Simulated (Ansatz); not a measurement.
Total energies of BO2H (the lowest singlet isomer of a short search) from Ansatz at PBE-D4/def2-TZVP, gas phase (1 Eh = 27.2114 eV = 2625.5 kJ/mol). The reference geometry is relaxed at PBE0-D4/def2-TZVP.

Cartesian coordinates in Å:
```
B 0.379 0.050 -0.336
O -0.495 -0.588 0.423
O 1.197 0.589 -1.047
H -1.081 -0.050 0.960
```

```tsv
state	geometry	energy (Eh)
charge 0 singlet	reference	-175.86715
charge 1 doublet	reference	-175.42123
charge 1 doublet	relaxed at PBE0-D4/def2-TZVP	-175.43057
free B atom (doublet)	–	-24.61008
free O atom (triplet)	–	-75.00967
free H atom (doublet)	–	-0.49962
```

Problem. Work out the vertical ionisation energy to the doublet.

Solution. E(charge 1 doublet) − E(charge 0 singlet) = -175.42123 − (-175.86715) = 0.44592 Eh = 12.13 eV. For comparison, −ε of the highest occupied level is 7.77 eV at this level, 4.36 eV less.

Problem. How much does the charge 1 doublet relax, and what is the adiabatic ionisation energy?

Solution. Relaxation: -175.42123 − (-175.43057) = 0.00934 Eh = 0.25 eV. Adiabatic ionisation energy: 0.43658 Eh = 11.88 eV, without zero-point energy. 

Problem. What is the binding energy per atom against free atoms?

Solution. Atoms: 1 × (-24.61008) + 2 × (-75.00967) + 1 × (-0.49962) = -175.12904 Eh. Binding: -175.12904 − (-175.86715) = 0.73811 Eh = 20.09 eV, or 5.02 eV for each of 4 atoms (no zero-point energy, no counterpoise term).

The structure comes from a short search, and lower isomers may exist.
